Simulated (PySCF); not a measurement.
# `InChI=1S/C3H6OP2/c4-3-6-2-1-5/h1-2,5H2`

Geometry:
```json
{"atom": "O1", "x (Å)": "3.283", "y (Å)": "0.614", "z (Å)": "0.519"}
{"atom": "C2", "x (Å)": "2.404", "y (Å)": "0.470", "z (Å)": "-0.228"}
{"atom": "P3", "x (Å)": "1.264", "y (Å)": "0.302", "z (Å)": "-1.400"}
{"atom": "C4", "x (Å)": "0.202", "y (Å)": "-0.945", "z (Å)": "-0.457"}
{"atom": "C5", "x (Å)": "-0.618", "y (Å)": "-0.243", "z (Å)": "0.614"}
{"atom": "P6", "x (Å)": "-1.177", "y (Å)": "1.419", "z (Å)": "-0.026"}
{"atom": "H7", "x (Å)": "-0.457", "y (Å)": "-1.379", "z (Å)": "-1.215"}
{"atom": "H8", "x (Å)": "0.824", "y (Å)": "-1.743", "z (Å)": "-0.049"}
{"atom": "H9", "x (Å)": "-0.004", "y (Å)": "-0.058", "z (Å)": "1.501"}
{"atom": "H10", "x (Å)": "-1.474", "y (Å)": "-0.855", "z (Å)": "0.912"}
{"atom": "H11", "x (Å)": "-2.267", "y (Å)": "1.527", "z (Å)": "0.842"}
{"atom": "H12", "x (Å)": "-1.979", "y (Å)": "0.891", "z (Å)": "-1.040"}
```

Level of theory: PySCF, GIAO B97-2/pcSseg-1 magnetisability, rotational g tensor and spin-rotation constants, non-relativistic, gas phase. Geometry: GFN2-xTB.

Question: Give the nuclear spin-rotation constants along the inertial axes (H = +C I·J) beside the isotropic shieldings.

Answer: Rotational constants 3.7829, 1.3613, 1.3081 GHz. A star marks the isotopologue with that one atom substituted, in its own axes.
| atom | isotope | Caa (kHz) | Cbb (kHz) | Ccc (kHz) | mean (kHz) | σ (ppm) |
| --- | --- | --- | --- | --- | --- | --- |
| P3 | 31P | 2.910 | 1.082 | 1.825 | 1.939 | 561.9 |
| P6 | 31P | 4.585 | 1.579 | 1.315 | 2.493 | 505.6 |
| H7 | 1H | -0.315 | -0.019 | -0.135 | -0.156 | 30.1 |
| H8 | 1H | -0.200 | -0.133 | -0.033 | -0.122 | 28.8 |
| H9 | 1H | -0.305 | -0.044 | -0.115 | -0.155 | 30.4 |
| H10 | 1H | -0.141 | -0.123 | -0.066 | -0.110 | 29.1 |
| H11 | 1H | -0.027 | -0.114 | -0.108 | -0.083 | 28.9 |
| H12 | 1H | -0.310 | -0.003 | -0.145 | -0.152 | 29.9 |
| O1 | 17O* | -1.413 | -0.605 | -0.523 | -0.847 | -104.2 |
| C2 | 13C* | 1.411 | 0.545 | 0.701 | 0.886 | -27.0 |
| C4 | 13C* | 0.558 | 0.195 | 0.201 | 0.318 | 163.8 |
| C5 | 13C* | 0.571 | 0.203 | 0.196 | 0.324 | 162.8 |

For the geometry as given, no vibrational averaging.

Question: How do the rotational constants and the g tensor change when H7, H8, H9, H10, H11, H12 are replaced by deuterium?

Answer: Constants 3.3256, 1.2582, 1.2151 GHz; g -0.0221, -0.0113, -0.0122, against -0.0249, -0.0121, -0.0129 before.
